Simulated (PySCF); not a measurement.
Molecule: `InChI=1S/C5H8O/c1-3-5(6)4-2/h3H,1,4H2,2H3`.

Atom-mapped SMILES (the numbers label the heavy atoms): `[CH2:1]=[CH:2][C:3](=[O:4])[CH2:5][CH3:6]`; H(Xn) means a hydrogen on atom n. Ha(C1) is cis to C3; Hb(C1) is trans to C3.

Geometry PBE0-D3(BJ)/def2-SVP throughout; GIAO in PySCF 2.14, gas phase, one conformer, non-relativistic; equivalent atoms averaged; functional PBE0.

For orientation, cc-pVDZ gives these shifts δ (against TMS, H2O at the same level): C3 195.2, C2 139.7, C1 127.4, C5 31.5, C6 9.6, O4 648.1, Hb(C1) 6.05, Ha(C1) 6.16, H(C5) 2.49 ppm.

A run gave: C3 198.0, C2 139.6, C1 127.1, C5 32.1, C6 8.6, O4 621.7, Hb(C1) 6.28, Ha(C1) 6.41, H(C5) 2.77 ppm (shifts δ (against TMS, H2O at the same level)).

Problem. Which basis set was used in that run?
A. cc-pVTZ
B. 6-31G
C. aug-cc-pVDZ
D. pcSseg-0

Solution. C. O4 tells them apart best: aug-cc-pVDZ gives 621.7, 6-31G gives 659.0, pcSseg-0 gives 780.0, cc-pVTZ gives 664.5 ppm.
